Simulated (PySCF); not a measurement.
**LiF: energy against distance**

Set-up: PySCF, spin-free X2C with a Gaussian nucleus, basis sets Li x2c-TZVPPall, F x2c-TZVPPall. Energies in eV from Li + F in their ground configurations at the same level. State: ¹Σ⁺ (singlet), closed shell.

All columns are PBE. A positive dipole means Li(−)F(+).

```csv
R (Å),E (eV),μ (D),Mulliken charge on Li (basis-dependent),HOMO (eV),LUMO (eV),Mayer bond order,⟨S²⟩
1.347,-5.310,-5.13,0.61,-6.55,-1.36,0.74,0.00
1.409,-5.632,-5.38,0.62,-6.44,-1.40,0.71,0.00
1.472,-5.819,-5.62,0.64,-6.25,-1.45,0.69,0.00
1.519,-5.892,-5.81,0.65,-6.11,-1.48,0.68,0.00
1.566,-5.920,-5.99,0.65,-5.98,-1.52,0.66,0.00
1.613,-5.911,-6.17,0.66,-5.85,-1.56,0.65,0.00
1.676,-5.858,-6.41,0.67,-5.68,-1.62,0.63,0.00
1.754,-5.742,-6.71,0.68,-5.49,-1.69,0.61,0.00
1.848,-5.556,-7.07,0.69,-5.27,-1.78,0.59,0.00
1.973,-5.262,-7.55,0.70,-5.00,-1.92,0.58,0.00
```

A fit through these points gives, at Re = 1.577 Å, μ = -6.03 D and dμ/dR = -3.86 D/Å; the reduced mass is 5.124 u.

How strong is the fundamental in the double-harmonic approximation, I = 42.26·(dμ/dR)²/μred km/mol?

I = 42.26·(-3.86)²/5.124 = 123 km/mol at PBE.
